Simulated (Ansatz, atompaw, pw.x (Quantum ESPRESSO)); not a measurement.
carbon (C): does the PAW (atompaw) potential hold in the solid?

* Element: C
* Generator: atompaw 4.2.0.5
* Type: PAW
* Functional: LDA (PW92)
* Relativity: scalar-relativistic
* Frozen core: [He]
* Valence charge: 4
* Reference configuration: 2s2 2p2
* Partial waves: 2s (bound): rc 3.00 bohr; 2s channel at -0.6 Ry: rc 3.00 bohr; 2p (bound): rc 3.00 bohr; 2p channel at 0.05 Ry: rc 2.90 bohr; 3d channel at 0.15 Ry: rc 3.00 bohr
* Local potential: bessel scheme, radius 2.80 bohr
* Core correction: smooth core density matched at 2.15 bohr
* Augmentation charge: sinc compensation charge, radius 3.00 bohr; PAW radius 3.00 bohr; waves and projectors: custom polynom vanderbiltortho

Atomic tests: cutoffs needed: 6 Ry and 10 Ry (the cutoffs (Ry, on a coarse ladder) from which the occupation-weighted sum of valence levels, in a spherical-Bessel basis at the reference potential, stays within 10 and 1 mRy of its value at 400 Ry); ghost test: no extra level below or beside the all-electron valence levels (s, p, d, f tested) (spherical-Bessel basis up to 400 Ry, 20 bohr box); lowest eigenvalue of the overlap operator: 0.96 (s channel).

Crystal test: diamond C in pw.x 7.5, no spin, 13³ k-points, Fermi–Dirac smearing 0.01 Ry, cutoffs 40/400 Ry. The reference is all-electron LAPW (Ansatz 0.2.0) with the same functional, mesh and smearing; V0 and B0 come from Birch–Murnaghan fits to the pressures at five volumes. Errors are pseudo minus all-electron; Δ is the rms difference of the E(V) curves that follow from these fits, minima aligned, over ±6 % about the mean V0. Mesh and smearing are coarse, so the numbers serve the comparison and aren't converged zero-temperature values; the lattice is a test structure that the element need not adopt.

All-electron: a0 = 3.532 Å (V0 = 5.51 Å³/atom), B0 = 467.4 GPa.

How far does the potential miss the all-electron equation of state?

converged, but broken (pressure over 100 GPa off). The pressure does not cross zero within the volumes sampled, so no fit is given. The largest radius (3.00 bohr) exceeds half the bond length (1.44 bohr), so the spheres overlap, which is one possible source of error among others. A pressure error of this size marks a broken potential; the numbers have no physical meaning.

```csv
V (Å³/atom),P all-electron (GPa),P pseudo (GPa)
5.230,26.63,1196.12
5.367,12.68,1105.71
5.505,0.26,1023.07
5.643,-10.80,947.39
5.780,-20.64,877.97
```

At the middle volume, how do free energy and pressure move when the wave cutoff is lowered (ecutrho held at 400 Ry)?

```csv
cutoff (Ry),shift of F (meV/atom),shift of P (GPa)
18,+4.4,-0.24
24,+1.1,+0.04
32,+0.2,-0.05
```

Input at the middle volume:

```
&control
  calculation='scf', prefix='x', pseudo_dir='./', outdir='./tmp', tstress=.true., disk_io='none'
/
&system
  ibrav=0, nat=2, ntyp=1, ecutwfc=40, ecutrho=400, nbnd=11,
  occupations='smearing', smearing='fd', degauss=0.01
/
&electrons
  conv_thr=1e-09, mixing_beta=0.4, electron_maxstep=70
/
ATOMIC_SPECIES
C 1.0 C.UPF
CELL_PARAMETERS angstrom
  0.00000000 1.76570891 1.76570891
  1.76570891 0.00000000 1.76570891
  1.76570891 1.76570891 0.00000000
ATOMIC_POSITIONS crystal
C 0.0000 0.0000 0.0000
C 0.2500 0.2500 0.2500
K_POINTS automatic
13 13 13 0 0 0
```

```bash
pw.x < C.scf.in > C.scf.out
```

Lines of the output:

```
Message from routine setup:
     using ibrav=0 with symmetry is DISCOURAGED, use correct ibrav instead
     lattice parameter (alat)  =       4.7188  a.u.
     unit-cell volume          =      74.2992 (a.u.)^3
     number of electrons       =         8.00
     number of Kohn-Sham states=           11
     kinetic-energy cutoff     =      40.0000  Ry
     charge density cutoff     =     400.0000  Ry
     scf convergence threshold =      1.0E-09
     Exchange-correlation= SLA PW NOGX NOGC
     number of k points=    84  Fermi-Dirac smearing, width (Ry)=  0.0100
     iteration #  1     ecut=    40.00 Ry     beta= 0.40
     total energy              =     -33.36114441 Ry
     estimated scf accuracy    <       0.01527200 Ry
     iteration #  2     ecut=    40.00 Ry     beta= 0.40
     total energy              =     -33.33058807 Ry
     estimated scf accuracy    <       0.00121965 Ry
     iteration #  3     ecut=    40.00 Ry     beta= 0.40
     total energy              =     -33.32560402 Ry
     estimated scf accuracy    <       0.00078001 Ry
     iteration #  4     ecut=    40.00 Ry     beta= 0.40
     total energy              =     -33.32695446 Ry
     estimated scf accuracy    <       0.00000125 Ry
     iteration #  5     ecut=    40.00 Ry     beta= 0.40
     total energy              =     -33.32696248 Ry
     estimated scf accuracy    <       0.00000014 Ry
     iteration #  6     ecut=    40.00 Ry     beta= 0.40
     the Fermi energy is    21.5514 ev
!    total energy              =     -33.32696263 Ry
     estimated scf accuracy    <          6.4E-10 Ry
     smearing contrib. (-TS)   =      -0.00016067 Ry
     convergence has been achieved in   6 iterations
          total   stress  (Ry/bohr**3)                   (kbar)     P=    10230.73
     Message from routine punch:
     Nothing written, as per user request (disk_io='none')
```

The run at the middle volume (84 k-points, 6 iterations) took about 5.8 s on one core of a shared host (Intel(R) Xeon(R) Platinum 8375C CPU @ 2.90GHz, 128 threads, 992 GiB, load 75).
